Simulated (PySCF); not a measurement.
# OH: changing the method

Starting from one script, swap the method and compare what comes out for OH.

Computed with PySCF 2.14.0. Level: method and basis as typed in the scripts.

6 further runs of the same task are left out: 6 that didn't finish.

### Step 1. Where the work starts

OH: 2 atoms, charge 0, spin multiplicity 2.

Bond lengths: H1–O2 0.828 Å.

### Step 2. The run that the others are compared with

Input file input.py:

```python
from pyscf import gto, scf, mcscf

mol = gto.M(
    atom='H 0 0 0; O 0 0 0.828',
    basis='jorge-tzp-dkh',
    charge=0,
    spin=1,
    verbose=4,
)
mf = scf.ROHF(mol)
mf = mf.sfx2c1e()
mf.kernel()
mc = mcscf.CASSCF(mf, 5, 3)
mc.kernel()
mc.analyze()
mf.dip_moment()
print('orbital energies (hartree):', mf.mo_energy[..., max(0, mol.nelec[1]-3):mol.nelec[0]+3].round(4))
```

Started as:

```
> python input.py
```

### Step 3. EOM-EA

Run 1 changes step after the SCF: casscf → eomea; frozen orbitals: none → 1; number of roots: none → 4.

Edit input.py of step 2 so:

```diff
@@ -1,2 +1,2 @@
-from pyscf import gto, scf, mcscf
+from pyscf import gto, scf, cc
 
@@ -12,5 +12,6 @@
 mf.kernel()
-mc = mcscf.CASSCF(mf, 5, 3)
-mc.kernel()
-mc.analyze()
+mycc = cc.CCSD(mf, frozen=1)
+mycc.kernel()
+e = mycc.eaccsd(nroots=4)[0]
+print('roots (eV) =', (e*27.211386).round(3))
 mf.dip_moment()
```

### Step 4. Geometry optimisation

Run 2 changes step after the SCF: casscf → optimize.

Input file input.py:

```python
from pyscf import gto, scf
from pyscf.geomopt.geometric_solver import optimize

mol = gto.M(
    atom='H 0 0 0; O 0 0 0.828',
    basis='jorge-tzp-dkh',
    charge=0,
    spin=1,
    verbose=4,
)
mf = scf.ROHF(mol)
mf = mf.sfx2c1e()
mf.kernel()
mol_eq = optimize(mf, maxsteps=30)
print('optimised geometry (angstrom)')
print(mol_eq.tostring('raw'))
print('orbital energies (hartree):', mf.mo_energy[..., max(0, mol.nelec[1]-3):mol.nelec[0]+3].round(4))
```

### Step 5. UHF

Run 3 changes SCF type: ROHF → UHF.

Input file input.py:

```python
from pyscf import gto, scf, mcscf

mol = gto.M(
    atom='H 0 0 0; O 0 0 0.828',
    basis='jorge-tzp-dkh',
    charge=0,
    spin=1,
    verbose=4,
)
mf = scf.UHF(mol)
mf = mf.sfx2c1e()
mf.kernel()
mc = mcscf.CASSCF(mf, 5, 3)
mc.kernel()
mc.analyze()
mf.dip_moment()
print('orbital energies (hartree):', [e[max(0, n-3):n+3].round(4) for e, n in zip(mf.mo_energy, mol.nelec)])
```

### Step 6. B3pw91 (ROKS)

Run 4 changes functional: none (Hartree–Fock) → b3pw91; SCF type: ROHF → ROKS; step after the SCF: casscf → analyze.

Input file input.py:

```python
from pyscf import gto, dft

mol = gto.M(
    atom='H 0 0 0; O 0 0 0.828',
    basis='jorge-tzp-dkh',
    charge=0,
    spin=1,
    verbose=4,
)
mf = dft.ROKS(mol, xc='b3pw91')
mf = mf.sfx2c1e()
mf.kernel()
mf.analyze()
print('orbital energies (hartree):', mf.mo_energy[..., max(0, mol.nelec[1]-3):mol.nelec[0]+3].round(4))
```

### Step 7. SCF alone

Run 5 changes step after the SCF: casscf → none.

Edit input.py of step 2 so:

```diff
@@ -1,2 +1,2 @@
-from pyscf import gto, scf, mcscf
+from pyscf import gto, scf
 
@@ -12,5 +12,2 @@
 mf.kernel()
-mc = mcscf.CASSCF(mf, 5, 3)
-mc.kernel()
-mc.analyze()
 mf.dip_moment()
```

Before running it: what results should come out? Wanted: for each run, E(SCF); from base; gap, α spin; SCF dipole; after the SCF.

The runs gave:

```tsv
run	E(SCF) (hartree)	from base (eV)	cycles	gap, α spin (eV)	SCF dipole (D)	after the SCF
base	-75.445917	0	8	n/a	1.69	CASSCF correlation -0.856 eV
EOM-EA	-75.445917	0.0000	8	n/a	1.69	CCSD correlation -5.781 eV, core frozen, first root -0.99 eV
geometry optimisation	-75.445917	0.0000	8	n/a	n/a	bond 0.952 Å, -0.588 eV
UHF	-75.450554	-0.1262	9	19.86	1.69	CASSCF correlation -0.507 eV
b3pw91 (ROKS)	-75.759345	not comparable	7	n/a	1.63	n/a
SCF alone	-75.445917	0.0000	8	n/a	1.69	n/a
```

SCF columns refer to the geometry typed in the script.

In words: Total energies of different functionals can't be compared with each other; differences within one functional can.
